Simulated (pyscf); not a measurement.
Single points on ωB97X-D3(BJ)/def2-SVP structures (PySCF, gas phase).

Q: Estimate by transition-state theory (the high-pressure limit) the rate constant of [HC–N=CH₂] [singlet] + H₂ → H₂C=N–CH₃ (singlet surface; H–H broken, C–H, C–H formed) at 600 K, with ωB97M-D3(BJ)/def2-TZVP energies (ideal gas, 1 atm, RRHO with modes under 100 cm⁻¹ raised to 100, one conformer, R ln 2 for chiral ones without a mode under 150 cm⁻¹; no tunnelling).

A: The electronic barrier is 15.7 kcal/mol and the thermal terms add +19.7, so ΔG‡ = 35.3 kcal/mol. With k_BT/h = 1.25e+13 s⁻¹ and RT = 1.192 kcal/mol, and a volume of 8.18e-20 cm³ per molecule at 1 atm, k = 1.4e-19 cm³ molecule⁻¹ s⁻¹. The product is born with the 79 kcal/mol of the reverse barrier and needs collisions to keep. Wigner's tunnelling factor for 872i cm⁻¹ would be 1.18. A shift of 1 kcal/mol in the barrier changes k by a factor 2.3. [HC–N=CH₂] [singlet] lies 57.8 kcal/mol over its isomer H₃C–C≡N (electronic energy, ωB97M-D3(BJ)/def2-TZVP). H₂C=N–CH₃ lies 9.1 kcal/mol over its isomer H₃C–CH=NH (electronic energy, ωB97M-D3(BJ)/def2-TZVP). This is the saddle that the search found; another between the same sides may lie lower.
